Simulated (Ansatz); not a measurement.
The same path of C3H6N2O (12 atoms, charge 0, multiplicity 1) was run 3 times with different band settings. Lost on the way: C3–H10. Made: N4–H10.

Level of theory: Ansatz, RKS B3LYP-D4/6-31G*.

Relaxed end points:

```xyz
12
Properties=species:S:1:pos:R:3
C -0.478 -1.035 1.037
N 0.417 -0.101 0.370
C 0.962 -0.328 -1.009
N 0.504 1.041 -1.402
C -0.021 1.080 -0.220
O -0.777 1.995 0.394
H 0.094 -1.910 1.359
H -1.311 -1.372 0.398
H -0.894 -0.552 1.925
H 2.046 -0.470 -1.028
H 0.444 -1.127 -1.550
H -0.910 2.722 -0.240
```

```xyz
12
Properties=species:S:1:pos:R:3
C -0.713 -1.093 1.080
N 0.116 -0.312 0.197
C 1.020 -0.672 -0.797
N 0.836 0.598 -1.403
C -0.075 0.942 -0.390
O 0.002 2.123 0.320
H -0.088 -1.828 1.595
H -1.515 -1.619 0.547
H -1.158 -0.427 1.825
H 1.569 1.213 -1.731
H 0.898 -1.596 -1.369
H -0.815 2.616 0.159
```

Common settings: movable images 7; climbing image yes; optimiser quadratic models (default); start path through a guess of the saddle point; end points relaxed.

| run | spring | force threshold | iteration limit |
| --- | --- | --- | --- |
| 1 | 5.0 eV/Å² | 0.03 eV/Å | 53 |
| 2 | 20.0 eV/Å² | 0.03 eV/Å | 52 |
| 3 | 5.0 eV/Å² | 0.5 eV/Å | 45 |

Q: What does each run give, and how far can it be trusted?

A: Run 1: converged after 38 iterations, highest image 3.006 eV above the first end. Neighbouring images differ by up to 2.2 eV, so the band resolves the path poorly. A vibrational analysis at the climbing image gives one clearly imaginary mode, 1382i cm⁻¹: a first-order saddle point.
Run 2: converged after 37 iterations, highest image 3.006 eV above the first end. Neighbouring images differ by up to 2.2 eV, so the band resolves the path poorly. Another band between the same ends (7 images) ends at a top of the same energy, where a vibrational analysis finds 1 clearly imaginary mode.
Run 3: converged after 8 iterations, highest image 3.027 eV above the first end. The threshold of 0.5 eV/Å is loose, so the images may lie well off the minimum-energy path. Neighbouring images differ by up to 1.5 eV, so the band resolves the path poorly. The order of the stationary point at the top wasn't checked.
The orbitals stay closed-shell, which can raise the energy where a bond breaks towards radicals; this wasn't checked here.
